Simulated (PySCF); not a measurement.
Metal–ligand bonds in Ti(F)3–Y. Isolated molecules, 0 K electronic values unless said otherwise. One relaxed conformer stands for each flexible species; it need not be the lowest. Multiplicities are imposed; where one is given, others were not computed. Strings in code marks are SMILES.

The highest occupied spin orbital from two functionals at the same geometries (PBE-D3(BJ)/def2-SVP), both in PySCF: PBE-D3(BJ)/def2-TZVP and TPSSh-D3(BJ)/def2-TZVP. 

| species | PBE-D3(BJ)/def2-TZVP (eV) | TPSSh-D3(BJ)/def2-TZVP (eV) |
|---|---|---|
| free radical OH (`[OH]`) | -7.14 | -8.07 |
| free radical NH2 (`[NH2]`) | -7.20 | -7.98 |
| free radical CH3 (`[CH3]`) | -5.38 | -6.06 |
| free radical OCH3 (`[O]C`) | -5.97 | -6.88 |
| free radical N(CH3)2 (`[N](C)C`) | -5.56 | -6.41 |

Over these rows, drawn at random from the members with no instability flagged (it was tested for open shells, ions and some series alone), PBE minus TPSSh-D3(BJ): mean +0.83 eV, from +0.68 eV to +0.93 eV.
